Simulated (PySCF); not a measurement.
CH3F, SMILES CF.

Geometry: r2SCAN-D4/def2-TZVP.

Level of theory: PBE/def2-TZVPD (PySCF).

The molecule is in vacuum.

Computed frontier levels, gap, dipole moment and polarisability:
```
Property                                                                                                       Result
---------------------------------------------------------------------------------------------  ----------------------
highest occupied level                                                                                       -8.06 eV
lowest empty level                                                                                           -0.09 eV
orbital gap                                                                                                   7.97 eV
dipole moment                                                                                                  1.72 D
quadrupole, principal values (traceless, Buckingham form, about the centre of nuclear charge)   -0.79, 0.40, 0.40 D·Å
mean static polarisability                                                                       17.9 bohr³ (2.66 Å³)
polarisability, principal values                                                               17.4, 17.4, 19.0 bohr³
```
